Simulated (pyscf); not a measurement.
A first-order saddle from PySCF, ωB97X-D3(BJ)/def2-SVP:

```xyz
10

N     -2.2344    -0.0953    -0.2503
N     -2.2008     0.0270     1.1142
H     -1.1166     0.2310    -0.7751
H     -2.2400    -1.0985    -0.4658
H     -1.4626    -0.4850     1.6022
H     -2.2017     1.0052     1.3914
Si     0.6301     0.3100    -1.0362
H      1.0519    -0.2316    -2.3653
H      1.1384     1.7111    -0.8956
H      1.2715    -0.5238     0.0343
```
Charge 0, spin multiplicity 2.

Surface: doublet, charge 0. Lowest wavenumbers (cm⁻¹): 1731i, 38, 95, 194, 347.

**Question.** Which two sides does it connect, and which bonds change?

**Answer.** `[NH2][NH2]` + `[SiH3]` [doublet] ⇌ `[NH][NH2]` [doublet] + `[SiH4]`, a hydrogen abstraction read from left to right: H–N broken and H–Si formed. At ωB97M-D3(BJ)/def2-TZVP it lies +9.9 kcal/mol from the left side and +19.2 kcal/mol from the right (each side as separated species at their lowest minima found). One saddle was located; it need not be the lowest between these sides. The angle at the transferred H is 160°.
